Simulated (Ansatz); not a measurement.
hcp Co was calculated with LDA in Ansatz (plane waves, PAW).

Settings: plane-wave cutoff 520 eV, 24×24×14 k mesh (along the axes of the cell as run), Fermi–Dirac smearing 0.05 eV, spin-polarised with parallel moments, scalar-relativistic PAW data made under PBE.

Computed points:

```json
[
 {"V (Å³/atom)": "9.609", "E − E_lowest (meV/atom)": "14.77", "P (GPa)": "12.26"},
 {"V (Å³/atom)": "9.809", "E − E_lowest (meV/atom)": "3.55", "P (GPa)": "5.80"},
 {"V (Å³/atom)": "10.010", "E − E_lowest (meV/atom)": "0.00", "P (GPa)": "0.00"},
 {"V (Å³/atom)": "10.210", "E − E_lowest (meV/atom)": "3.29", "P (GPa)": "-5.17"},
 {"V (Å³/atom)": "10.410", "E − E_lowest (meV/atom)": "12.67", "P (GPa)": "-9.75"}
]
```

Task: Estimate the bulk modulus from the pressures at 9.809 and 10.210 Å³/atom, and compare it with a fit to all energies.

Result: B = −V dP/dV. Between V = 9.809 and 10.210 Å³/atom, dP/dV = (-5.17 − (5.80))/(10.210 − 9.809) = -27.4 GPa per Å³/atom; at the midpoint 10.009 Å³/atom this gives B ≈ 274 GPa. The third-order Birch–Murnaghan fit gives V0 = 10.010 Å³/atom, B0 = 273 GPa, B′ = 4.7, which lies within 1 % of that estimate.

Shape and atoms are relaxed at each volume.

Measured, for comparison: bulk modulus 193 GPa (zero-point energy and finite temperature contributions removed, our sources range from 193 to 198; as tabulated in doi:10.1021/acs.jctc.3c00612). Computed (rounded) less measured: bulk modulus +41 % (+38 % to +41 % over the range).

Note: the bulk modulus comes from volumes at which shape and atoms were relaxed.

Static lattice: no zero-point or thermal effects.

Ansatz is an electronic-structure program.
